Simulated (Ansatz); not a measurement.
**Multireference treatment of NaOH, singlet**

Program: Ansatz, Gaussian basis, development build. Basis cc-pVTZ on O/H, cc-pV(T+d)Z on Na, nonrelativistic, 2 orbitals frozen in the corrections. State-specific CASSCF; RHF is the lowest restricted (open-shell) Hartree–Fock solution met. No symmetry is imposed, so a solution can break that of the shape. Lower solutions, or ones in other orbitals, may exist.

Geometry. A bond is stretched, to 2.50 times the sum of the covalent radii.

```xyz
3

O     0.0000    0.0000    0.0000
Na    0.0000    0.0000    5.8050
H     0.0000    0.0000   -0.9520
```

(1) What do CASSCF and its corrections give against RHF in CAS(6,5), and what are the occupations?

(2) Roughly how much CPU time does a whole run from the default start take (median of such runs, summed over threads; nearly all runs on one pinned thread of a shared server, mostly Xeon at 2.3 to 2.6 GHz, by a development driver)?

Answers

(1) CASSCF -3.858 eV, SC-NEVPT2 -9.813 eV; occupations 2.00, 1.98, 1.00, 1.00, 0.02.

(2) CAS(6,5): about 5.4 s. Other jobs ran beside these, and the count of passes differs.
